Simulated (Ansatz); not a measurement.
The inner images of a band of CH5B + H3P (11 atoms, charge 0, multiplicity 1) are given out of order.

Computed with RKS B3LYP-D4/6-31G* in Ansatz 0.2.0.

First end point:

```xyz
11
Properties=species:S:1:pos:R:3
B 0.026 0.110 0.387
C 0.086 0.452 1.910
H -0.831 0.239 2.470
H 0.949 0.031 2.439
H 0.218 1.550 1.946
H 1.030 -0.062 -0.244
H -1.015 0.110 -0.206
P -0.237 -3.360 0.609
H -0.661 -2.668 -0.561
H 1.007 -2.669 0.674
H -0.891 -2.452 1.491
```

Last end point:

```xyz
11
Properties=species:S:1:pos:R:3
B 0.204 -0.864 -0.458
C -0.267 0.367 2.781
H -0.856 0.905 3.529
H 0.785 0.358 3.080
H -0.366 0.869 1.813
H 1.252 -0.325 -0.278
H -0.754 -0.226 -0.768
P 0.007 -2.679 -0.020
H -0.895 -3.179 -0.989
H 1.202 -3.283 -0.475
H -0.632 -0.661 2.699
```

**Question.** Put them in order from the first end to the last, with their energies above the first end.
A.
```xyz
11
Properties=species:S:1:pos:R:3
B -0.063 0.061 0.469
C 0.053 0.495 1.967
H -0.844 0.325 2.572
H 0.932 0.106 2.493
H 0.187 1.593 1.924
H 0.916 -0.172 -0.179
H -1.120 0.071 -0.095
P -0.349 -3.295 0.590
H -0.498 -2.714 -0.699
H 1.063 -3.122 0.603
H -0.595 -2.067 1.271
```
B.
```xyz
11
Properties=species:S:1:pos:R:3
B -0.134 -0.491 0.412
C -0.008 0.235 2.017
H -0.875 0.128 2.675
H 0.908 0.019 2.573
H 0.035 1.273 1.676
H 0.896 -0.308 -0.154
H -1.198 -0.173 -0.024
P -0.421 -2.657 0.504
H -0.329 -2.589 -0.912
H 0.951 -3.013 0.662
H -0.142 -1.143 1.486
```
C.
```xyz
11
Properties=species:S:1:pos:R:3
B -0.085 -0.793 -0.080
C -0.061 0.260 2.407
H -0.925 0.352 3.067
H 0.866 0.150 2.972
H 0.004 1.123 1.743
H 0.993 -0.289 -0.120
H -1.051 -0.145 -0.352
P -0.364 -2.680 0.245
H -0.482 -2.930 -1.152
H 0.992 -3.097 0.347
H -0.204 -0.668 1.838
```
D.
```xyz
11
Properties=species:S:1:pos:R:3
B -0.150 -0.706 0.154
C -0.020 0.202 2.215
H -0.906 0.198 2.848
H 0.905 0.059 2.772
H 0.028 1.122 1.636
H 0.919 -0.278 -0.152
H -1.148 -0.111 -0.114
P -0.426 -2.652 0.362
H -0.334 -2.750 -1.053
H 0.935 -3.026 0.584
H -0.123 -0.776 1.662
```
E.
```xyz
11
Properties=species:S:1:pos:R:3
B -0.109 -0.167 0.493
C 0.014 0.362 1.980
H -0.856 0.181 2.621
H 0.919 0.054 2.517
H 0.082 1.451 1.833
H 0.876 -0.287 -0.176
H -1.172 -0.116 -0.059
P -0.403 -2.933 0.596
H -0.378 -2.510 -0.761
H 1.003 -3.125 0.650
H -0.295 -1.628 1.219
```
F.
```xyz
11
Properties=species:S:1:pos:R:3
B 0.085 -0.866 -0.391
C -0.180 0.369 2.712
H -0.913 0.677 3.461
H 0.813 0.315 3.167
H -0.166 1.093 1.894
H 1.090 -0.288 -0.118
H -0.868 -0.261 -0.778
P -0.088 -2.693 0.008
H -0.824 -3.210 -1.084
H 1.185 -3.238 -0.286
H -0.453 -0.618 2.329
```
G.
```xyz
11
Properties=species:S:1:pos:R:3
B -0.005 -0.824 -0.243
C -0.111 0.305 2.561
H -0.922 0.480 3.271
H 0.844 0.219 3.085
H -0.063 1.126 1.842
H 1.028 -0.260 -0.066
H -0.966 -0.207 -0.590
P -0.222 -2.673 0.129
H -0.695 -3.088 -1.141
H 1.104 -3.160 0.021
H -0.311 -0.637 2.044
```

**Answer.** A (+0.01 eV), E (+0.21 eV), B (+1.16 eV), D (+0.31 eV), C (-0.02 eV), G (-0.22 eV), F (-0.32 eV).

The run took 8.5 min on 1 thread of Arm Neoverse V1, on a shared host, peak memory 0.13 GiB.
